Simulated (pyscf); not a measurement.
## Multi-bond step: H₃C–N(CH₃)–Ti(NH₂)(NH₂)–NH₂ + NH₃ + NH₃ -> H₂N–Ti(NH₂)(NH₂)–NH₂ + H₃C–NH–CH₃ + NH₃

Gas phase, singlet surface, charge 0. Bonds broken: Ti2–N5, H20–N21, H24–N25. Bonds formed: Ti2–N21, N5–H24, H20–N25. Structures and frequencies: ωB97X-D3(BJ)/def2-SVP in PySCF.

Transition state (Å):

```xyz
27

N     -1.1690     2.5762     0.0047
Ti    -0.8995     0.8036     0.6756
N     -2.1308    -0.4446     1.4244
N     -0.2376     1.4944     2.3364
N      0.8715    -0.1561     0.2241
C      1.8785     0.7947    -0.2356
C      1.3774    -1.0095     1.2913
H     -1.8998     2.8533    -0.6446
H     -0.8006     3.3984     0.4773
H     -2.8583    -0.9487     0.9254
H     -2.3079    -0.4804     2.4243
H     -0.4521     2.4092     2.7254
H      0.2502     0.9461     3.0427
H      1.4673     1.4067    -1.0533
H      2.1724     1.4823     0.5782
H      2.7872     0.2786    -0.6039
H      1.7616    -0.4156     2.1412
H      2.2063    -1.6525     0.9340
H      0.5655    -1.6553     1.6604
H     -0.9131    -0.8741    -1.6194
N     -1.7341     0.1635    -1.2186
H     -2.7113    -0.1308    -1.1829
H     -1.6927     0.8920    -1.9332
H      0.5623    -0.9647    -0.7670
N      0.0370    -1.6358    -1.7060
H     -0.1839    -2.5999    -1.4602
H      0.5179    -1.6288    -2.6041
```

One imaginary mode, 1446i cm⁻¹; descent along it reached the two sides named, in the forms told below.

```
bond     change  reactant side (Å)  saddle  product side
-------  ------  -----------------  ------  ------------
Ti2–N5   breaks              1.891   2.064         2.355
H20–N21  breaks              1.036   1.382         2.203
H24–N25  breaks              1.020   1.268         1.965
Ti2–N21   forms              2.317   2.167         1.944
N5–H24    forms                3.5   1.316         1.032
H20–N25   forms              1.957   1.221         1.027
```

Electronic energies relative to the separated reactants (eV):

```json
[
 {"level": "ωB97X-D3(BJ)/def2-TZVP", "barrier": "0.25", "reaction energy": "+0.16", "reverse barrier": "0.09"},
 {"level": "PBE/def2-TZVP", "barrier": "0.31", "reaction energy": "+0.10", "reverse barrier": "0.21"},
 {"level": "r²SCAN/def2-TZVP", "barrier": "0.19", "reaction energy": "+0.14", "reverse barrier": "0.05"},
 {"level": "B3LYP-D3(BJ)/def2-TZVP", "barrier": "0.25", "reaction energy": "+0.16", "reverse barrier": "0.09"},
 {"level": "PBE0-D3(BJ)/def2-TZVP", "barrier": "0.15", "reaction energy": "+0.14", "reverse barrier": "0.01"},
 {"level": "M06-2X/def2-TZVP", "barrier": "0.11", "reaction energy": "+0.09", "reverse barrier": "0.01"},
 {"level": "ωB97M-D3(BJ)/def2-TZVP", "barrier": "0.32", "reaction energy": "+0.09", "reverse barrier": "0.23"},
 {"level": "HF/def2-TZVP", "barrier": "1.43", "reaction energy": "-0.13", "reverse barrier": "1.56"}
]
```

With ωB97M-D3(BJ)/def2-TZVP energies and thermal terms (ideal gas, 1 atm, RRHO with modes under 100 cm⁻¹ raised to 100, one conformer, R ln 2 for chiral ones without a mode under 150 cm⁻¹), in eV:

```json
[
 {"T (K)": "298", "ΔH‡": "0.24", "ΔG‡": "1.27", "ΔH": "+0.08", "ΔG": "+0.03"},
 {"T (K)": "600", "ΔH‡": "0.28", "ΔG‡": "2.29", "ΔH": "+0.08", "ΔG": "-0.01"},
 {"T (K)": "900", "ΔH‡": "0.37", "ΔG‡": "3.28", "ΔH": "+0.08", "ΔG": "-0.06"},
 {"T (K)": "1200", "ΔH‡": "0.46", "ΔG‡": "4.24", "ΔH": "+0.09", "ΔG": "-0.11"}
]
```

On the reactant side the descent ends in an adduct with a N–Ti contact, 0.92 eV under the separated species and 1.17 eV under the saddle at ωB97X-D3(BJ)/def2-TZVP. On the product side the descent ends in an adduct with a N–Ti contact (not fully relaxed), 1.01 eV under the separated species and 1.10 eV under the saddle at ωB97X-D3(BJ)/def2-TZVP. What is counted as formed (N–Ti) is already present as a longer contact in the reactant adduct; forming that adduct is a step of its own. What is counted as broken (N–Ti) persists as a longer contact in the product adduct; parting that adduct is a step of its own. H₃C–NH–CH₃ lies 0.34 eV over its isomer H₃C–CH₂–NH₂ (electronic energy, ωB97M-D3(BJ)/def2-TZVP). One saddle was located; it need not be the lowest between these sides.
